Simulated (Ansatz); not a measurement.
# Nickel, fcc under revPBE: ground state and equation of state

Aim: take nickel in the fcc structure, relax it, solve it on a dense k-mesh, switch on spin-orbit coupling, then scale the cell to 7 volumes from 88 to 112 % of the relaxed one and try a fit of the equation of state. The start is ferromagnetic. The k-meshes are 15×15×15 for the relaxation; 25×25×25 for the dense run; 15×15×15 for spin-orbit coupling; 25×25×25 for the volumes. The starting cell is the deposited one, from the Crystallography Open Database.

Computed with Ansatz 0.2.0 (DFT revPBE, plane waves (420 eV) with PAW, scalar-relativistic; PBE-made PAW files, unless a step says otherwise).

**1. The system as given**

It takes space group Fm-3m (No. 225, cubic). Conventional cell: a = 3.524 Å, b = 3.524 Å, c = 3.524 Å, α = 90.00°, β = 90.00°, γ = 90.00°. Ni (site symmetry m-3m) is surrounded by 12 Ni at 2.49 Å.

Coordinates:

```cif
data_structure
_symmetry_space_group_name_H-M 'Fm-3m'
_symmetry_Int_Tables_number 225
_cell_length_a 3.5239
_cell_length_b 3.5239
_cell_length_c 3.5239
_cell_angle_alpha 90.000
_cell_angle_beta 90.000
_cell_angle_gamma 90.000
_cell_volume 43.76
loop_
_atom_site_label
_atom_site_type_symbol
_atom_site_symmetry_multiplicity
_atom_site_Wyckoff_symbol
_atom_site_fract_x
_atom_site_fract_y
_atom_site_fract_z
_atom_site_occupancy
Ni1 Ni 4 a 0.00000 0.00000 0.00000 1
```

The atoms start with moments of +0.8 μB.

**2. Relaxing cell and atoms**

The input, input.yaml:

```yaml
crystal:
  lattice:
    - [0.0, 1.76194, 1.76194]
    - [1.76194, 0.0, 1.76194]
    - [1.76194, 1.76194, 0.0]
  atoms:
    - { symbol: Ni, position: [0.0, 0.0, 0.0], spin: 0.8 }
hamiltonian:
  xc: revpbe
  pseudopotentials:
    kind: paw
    azcp:
      Ni: "pseudopotentials/Ni.paw.azcp"
basis:
  ecutwfc: 420
  fft_grid_basis: typed
kpoints:
  mp_grid: { grid: [15, 15, 15], shift: [0, 0, 0] }
magnetization:
  spin_polarized: true
scf:
  occupations: { method: fermi_dirac, width: 0.05 }
relax:
  max_steps: 60
  f_tol: 0.01
  cell: {}
```

The runs that follow: Single point on a dense mesh; A two-component run at the same geometry; The cell scaled to 88 % of its volume; The cell scaled to 92 % of its volume; The cell scaled to 96 % of its volume; The cell scaled to 100 % of its volume; The cell scaled to 104 % of its volume; The cell scaled to 108 % of its volume; The cell scaled to 112 % of its volume.

Before running it: what results should come out? Wanted: space group; conventional cell; volume; shortest distance; gap on the mesh; magnetic state; magnetic state with spin-orbit coupling; V₀, B₀, B₀′.

**Answer**, as computed:

| quantity | value |
| --- | --- |
| space group (spins left aside) | Fm-3m (No. 225) |
| conventional cell | a = 3.544 Å |
| volume | 11.125 Å³/atom |
| shortest distance | 2.506 Å |
| against the deposited volume | +1.7 % (10.940 Å³/atom) |
| gap on the mesh | none (levels filled in part) |
| magnetic state | ferromagnetic, up to 0.69 μB per atom |
| magnetic state with spin-orbit coupling | ferromagnetic, up to 0.67 μB per atom |
| V₀, B₀, B₀′ | 11.111 Å³/atom, 185 GPa, 5.0 |

What this shows: The relaxed volume lies 1.7 % above the deposited cell. The deposited cell holds zero-point motion and, unless taken cold, thermal expansion, so the miss against a static lattice is larger still. The final state is ferromagnetic (largest moment 0.69 μB). No gap shows: it is a metal or semimetal at this level. The spin-orbit run (on a coarser mesh) has the same spin moments. The total energy of the spin-orbit run lies -0.31 eV/atom from the scalar one, but the two kinds of run don't share a zero of energy: only differences within one kind count. B₀ comes out at 185 GPa.
